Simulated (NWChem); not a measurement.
SiO2 (SMILES O=[Si]=O): name the method

SiO2: 3 atoms, total charge 0, spin state singlet. SMILES: `O=[Si]=O`. Geometry: relaxed at PBE0-D4/def2-TZVP.

```csv
atom,x (Å),y (Å),z (Å)
O,0.6977,1.2296,0.5188
Si,0.0000,0.0000,0.0000
O,-0.6977,-1.2296,-0.5188
```

A calculation with NWChem 7.3.0 gave:

* total energy: -439.8792 Eh
* dipole moment: 0.00 D
* HOMO energy: -11.50 eV
* LUMO energy: -2.61 eV
* HOMO–LUMO gap: 8.89 eV
* largest force: 0.518 eV/Å

Task: Which of these levels gave the numbers?
A. B3LYP/cc-pVTZ
B. CAM-B3LYP/6-31+G* (spherical functions)
C. HF/def2-SVP
D. BLYP/def2-SVP

Result: B. The others give -438.4151 Eh (HF/def2-SVP), -439.7187 Eh (BLYP/def2-SVP), -440.0336 Eh (B3LYP/cc-pVTZ).
